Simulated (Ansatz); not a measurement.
A run of Ansatz (development build ahead of 0.2.0) on singlet C₅H₁₂ at this shape:

```xyz
17

C     0.0000    0.0000    0.0000
C     0.5812   -1.4604    0.3027
H     0.3607   -2.1483   -0.5810
H     0.0878   -1.8789    1.2430
H     1.7096   -1.3953    0.4620
C     0.3092    0.9648    1.2393
H    -0.1053    2.0061    1.0234
H    -0.1843    0.5463    2.1796
H     1.4376    1.0298    1.3986
C     0.6920    0.5869   -1.3187
H     0.2776    1.6283   -1.5345
H     0.4715   -0.1010   -2.2024
H     1.8204    0.6520   -1.1594
C    -1.5824   -0.0912   -0.2233
H    -1.9969    0.9501   -0.4392
H    -1.8029   -0.7792   -1.1071
H    -2.0759   -0.5097    0.7170
```

Its results:

```json
{
  "Converged": "yes",
  "Total energy": "-194.01054 hartree",
  "Spin squared of the determinant": "0.000"
}
```

(1) Which input gives this output? Name the method, the orbitals and the basis set, and write the input.

Answers

(1) RHF in STO-3G. An unrestricted run that stays on the closed shell gives the same numbers.

```yaml
crystal:
  periodic: [false, false, false]
  atoms:
    - { symbol: C, position_ang: [0.0, 0.0, 0.0] }
    - { symbol: C, position_ang: [0.5812, -1.4604, 0.3027] }
    - { symbol: H, position_ang: [0.3607, -2.1483, -0.581] }
    - { symbol: H, position_ang: [0.0878, -1.8789, 1.243] }
    - { symbol: H, position_ang: [1.7096, -1.3953, 0.462] }
    - { symbol: C, position_ang: [0.3092, 0.9648, 1.2393] }
    - { symbol: H, position_ang: [-0.1053, 2.0061, 1.0234] }
    - { symbol: H, position_ang: [-0.1843, 0.5463, 2.1796] }
    - { symbol: H, position_ang: [1.4376, 1.0298, 1.3986] }
    - { symbol: C, position_ang: [0.692, 0.5869, -1.3187] }
    - { symbol: H, position_ang: [0.2776, 1.6283, -1.5345] }
    - { symbol: H, position_ang: [0.4715, -0.101, -2.2024] }
    - { symbol: H, position_ang: [1.8204, 0.652, -1.1594] }
    - { symbol: C, position_ang: [-1.5824, -0.0912, -0.2233] }
    - { symbol: H, position_ang: [-1.9969, 0.9501, -0.4392] }
    - { symbol: H, position_ang: [-1.8029, -0.7792, -1.1071] }
    - { symbol: H, position_ang: [-2.0759, -0.5097, 0.717] }
basis:
  gaussian: { orbitals: STO-3G }
hamiltonian:
  xc: hf
```

Caution: no unrestricted run beside it, a lower state can exist.
